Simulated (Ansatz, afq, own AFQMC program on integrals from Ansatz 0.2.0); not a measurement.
**BNH2, triplet: AFQMC among the cluster methods**

```xyz
4

B     0.0000   -0.1240    0.7739
N     0.0000   -0.0224   -0.5980
H     0.0000    0.9564    1.3306
H     0.0000    0.6853   -1.3215
```

Connectivity, by distances: BH–NH.

Basis cc-pVDZ. Only valence electrons are correlated. Integrals, coupled cluster, full CI and functionals: Ansatz 0.2.0; the random walks run on the same integrals in our own AFQMC program. ph-AFQMC/CISD is guided by a CISD state made of CCSD amplitudes; releasing the constraint for a short imaginary time cuts its bias at the price of noise, slowly where states lie close. Free AFQMC starts from the CCSD state and is never constrained. Its projection time is finite, and what remains of the start isn't in its error. ± is one standard error of the sampling.

Determinant: ROHF, the one that the program's search chose, which needn't be the lowest solution. The geometry is a point of a scan.

No full CI on the walks' own integrals is used here; CCSDT(Q) serves as the reference and is uncertain by about the last step of the cluster series.

Cautions: lower spins were not checked.

- T1 diagnostic: 0.0282
- weight of the determinant in the CISD state: 0.893
- size of the correlated space: 10 electrons in 36 orbitals

Reference: CCSDT(Q), correlation energy -6.493 eV. The released energy is read at 2.40 1/Eh (meV from the phaseless value at times in 1/Eh: -3 ± 11 at 0.24, -25 ± 11 at 0.51, -28 ± 11 at 0.99, -14 ± 13 at 1.62, -34 ± 16 at 2.40).

| level | E − E(reference) (kJ/mol) | share of correlation (%) |
| --- | --- | --- |
| HF | 626.5 | 0.00 |
| MP2 | 98.6 | 84.27 |
| CCSD | 22.0 | 96.48 |
| CCSD(T) | 4.7 | 99.25 |
| CCSDT | 1.2 | 99.81 |
| ph-AFQMC/CISD | 3.0 ± 1.3 | 99.51 |
| released AFQMC | -0.2 ± 1.5 | 100.04 |
| free AFQMC | 0.3 ± 1.3 | 99.96 |

Free projections are given only where their last times agree within the noise and don't stop above the reference; a slow remainder of the start can still hide under it. A walk keeps the symmetry of its determinant, which the program's search chose and which needn't be the lowest solution, so a lower state of the same spin and another symmetry isn't excluded. Released energies are given only where the last usable release times agree within the noise; a slower fall can still hide under it.
